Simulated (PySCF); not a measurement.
Assignment exercise: C3H3F3

Numbering as in the mapped SMILES `[CH2:1]=[CH:2][C:3]([F:4])([F:5])[F:6]`; H(Xn) means a hydrogen on atom n. Ha(C1) is cis to C3; Hb(C1) is trans to C3.

All values are calculated (PySCF 2.14): GIAO PBE0/pcSseg-1 shieldings, GFN2-xTB geometry. Equivalent nuclei averaged, relativity neglected, one computed conformer, isolated molecule.

Scale: TMS for 13C (σref 186.93), 1H (σref 31.72) (reference shieldings calculated alike).

Question: Assign these signals to the numbered atoms. 13C{1H} NMR (computed): δ 135.8, 131.8, 131.0.

Answer: 
```tsv
δ (ppm)	atoms	environment	reason
135.8	C2	alkene CH	as expected for a trigonal carbon in a double bond
131.8	C3	CF3 carbon	3 electronegative neighbours deshield it
131.0	C1	terminal =CH2 carbon	an sp2 carbon of a C=C bond
```

C3 and C1 lie closer than the usual error of such a calculation, so a measured spectrum could show them in the other order.

Question: Assign these signals to the numbered atoms. 1H NMR (300 MHz, computed): δ 6.35 (m, 1H), 6.15 (m, 1H), 6.00 (m, 1H).

Answer: 
| δ (ppm) | atoms | environment | reason |
| --- | --- | --- | --- |
| 6.35 | Ha(C1) | hydrogen on a terminal =CH2 carbon | olefinic region |
| 6.15 | H(C2) | hydrogen on an alkene CH | attached to an sp2 carbon and in the plane of the double bond |
| 6.00 | Hb(C1) | hydrogen on a terminal =CH2 carbon | attached to an sp2 carbon and in the plane of the double bond |

Splittings by 19F in the carbon and heteronuclear signals aren't shown, as no couplings were computed. Shifts are as computed. Against solution values, carbons near 30 ppm lie about +3 ppm off and those near 130 ppm about +5 ppm. Of 246 compounds with measured shifts, 49 miss one by over three times the rms of a fit or turn the order of signals round; such compounds aren't used in these exercises. No couplings were computed; multiplicities are counted from neighbouring protons, with m where these are inequivalent, close in shift, in a saturated or five-membered ring or joined by F or P, and br s for small geminal =CH2 splittings.
